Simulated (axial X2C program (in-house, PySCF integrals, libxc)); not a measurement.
## NaP⁻: cheaper levels and CCSD(T), 2c

All values were computed with an axial X2C code built on PySCF integrals. Two-component (2c) means X2C with spin–orbit coupling and atomic mean-field two-electron Coulomb and Gaunt terms. Basis: P dyall-av3z [9s8p3d2f], Na dyall-av3z [10s9p5d2f] (cores contracted in-house); Gaussian nuclei, density fitting, unrestricted open shells. Masses: P 30.974 u, Na 22.990 u.

State: Ω = 3/2 (⟨Sz⟩ = 1.50, ⟨Lz⟩ = 0.00 at HF); fragments P + Na- for HF; P- + Na for MP2, CCSD, CCSD(T).

| level | Re (Å) | ωe (cm⁻¹) | De (eV) |
| --- | --- | --- | --- |
| HF | 2.836 | 216.6 | n/a |
| MP2 | 2.802 | 217.1 | 1.18 |
| CCSD | 2.791 | 222.9 | 1.20 |

Correlated methods: 15 electrons correlated (number of frozen shells: P 2 s, 1 p; Na 1 s), 239 virtual spin orbitals or spinors in MP2, 90 natural virtuals in coupled cluster.

CCSD(T), same Hamiltonian and basis:

Re = 2.795 Å, ωe = 217.2 cm⁻¹; T1 = 0.011 (Lee–Taylor normalisation).

Question: Give the differences from CCSD(T) in the columns below.

Answer: 

| level | ΔRe (Å) | Δωe (cm⁻¹) |
| --- | --- | --- |
| HF | 0.041 | -0.6 |
| MP2 | 0.007 | -0.1 |
| CCSD | -0.004 | 5.7 |

Dissociation energies refer to the lowest single-determinant-based atoms at the same level and basis. De is not given where an atomic determinant may have missed its ground term or J level, or where the truncated virtual space spoils (T). Coupled cluster ran in a truncated set of natural virtual spinors; the MP2 energy of the rest was added. (T) has no such correction and the atoms are truncated less, which lowers De at CCSD(T) by a hundredth of an eV or more. The 2c atoms are single determinants rather than J levels; their spin–orbit lowering is only partly caught, and De is too large by that part. This holds for CCSD. The state is one determinant with fixed occupations, lowest in a PBE0 search at one distance only: followed along the bond, the 2c determinant Ω = 1/2 reaches 0.14 eV lower at PBE0, at Re = 2.792 Å, so the state shown is not the lowest. With several unpaired electrons one determinant need not be a pure state. A state of lower Ω lies just above, and one determinant can place such states too high, so the state shown need not be the lowest. The search has Ω = 1/2 only 0.03 eV up. This is the top spin component of a Σ state; components of lower Ω are not single determinants and can lie lower.
